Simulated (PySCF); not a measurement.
Species: C3H6S.
Z-matrix (Å and degrees, GFN2-xTB geometry), rows numbered from 1:
```
C 
C   1  1.3227
S   2  1.7485  1  128.05
C   3  1.8149  2  103.11  1    -1.29
H   1  1.0761  2  120.39  3   179.79
H   1  1.0754  2  123.35  3    -0.33
H   2  1.0793  1  122.08  3  -179.88
H   4  1.0860  3  109.65  2    62.95
H   4  1.0858  3  109.53  2   -59.26
H   4  1.0851  3  106.24  2  -178.07
```

Method used: CAM-B3LYP/def2-SVPD in PySCF (dipole) on a GFN2-xTB geometry, gas phase.

Masses are those of the commonest isotopes; rigid-rotor values at the optimised geometry. The values belong to one conformer with, in the numbering `[CH2:1]=[CH:2][S:3][CH3:4]`, C1–C2–S3–C4 -1°.

What are A, B and C (cm⁻¹)?

Ia = 47.56, Ib = 106.12, Ic = 150.44 u·Å²; 505379 MHz·u·Å²/I gives 10626, 4762 and 3359 MHz, that is A = 0.35446, B = 0.15885, C = 0.11206 cm⁻¹.

What kind of rotor is it?

An asymmetric top. Ray's parameter κ = (2B − A − C)/(A − C) = -0.614; −1 is the prolate and +1 the oblate limit.

Is it planar, by Δ = Ic − Ia − Ib?

Not planar: Δ = Ic − Ia − Ib = -3.24 u·Å². For a rigid frame Δ = −2 Σ m c², so Σ m c² = 1.62 u·Å² lies off the ab plane, practically all of it from hydrogen. The atom farthest from that plane is 0.90 Å away.

Give the other two planar moments, Paa and Pbb, and the rms extents of the mass along the axes.

Paa = Σ m a² = (Ib + Ic − Ia)/2 = 104.50 and Pbb = Σ m b² = (Ia + Ic − Ib)/2 = 45.94 u·Å². With the mass M = 74.02 u, the rms extents √(P/M) along a, b and c are 1.19, 0.79, 0.15 Å.

Which types of transition are allowed, and where do some lines up to J = 5 fall?

The dipole components are |μa| = 0.07 D, |μb| = 1.23 D, |μc| = 0.01 D. The squared components, which scale the intensities, stand as 0.00 : 1.00 : 0.00 (a : b : c). Some lines, for components of 0.1 D or more:

| type | branch | J(Ka,Kc) | MHz | lower level (cm⁻¹) |
| --- | --- | --- | --- | --- |
| b | Q | 3(1,2) ← 3(0,3) | 11702 | 1.589 |
| b | Q | 4(1,3) ← 4(0,4) | 15945 | 2.608 |
| b | Q | 5(2,3) ← 5(1,4) | 16797 | 4.571 |
| b | R | 3(0,3) ← 2(1,2) | 18824 | 0.962 |
| b | Q | 3(3,1) ← 3(2,2) | 32958 | 2.501 |
| b | R | 5(1,5) ← 4(0,4) | 38401 | 2.608 |
| b | R | 3(2,1) ← 2(1,2) | 47246 | 0.962 |
| b | Q | 5(5,1) ← 5(4,2) | 58633 | 7.590 |
| b | R | 5(4,1) ← 4(3,2) | 86737 | 4.697 |
| b | R | 5(5,1) ← 4(4,0) | 99734 | 6.219 |

No GFN2-xTB frequencies stand behind this structure, so it isn't proved a minimum. Constants of a rigid frame at the computed geometry: no zero-point averaging, no centrifugal distortion. A rigid rotor knows nothing of internal rotation, which can split or shift real lines.

Time: 10 s of wall time. Hardware: an Arm Neoverse V1 with one thread, no GPU, shared host. This is the CAM-B3LYP/def2-SVPD job that gave the dipole, with the excitations it also computed.
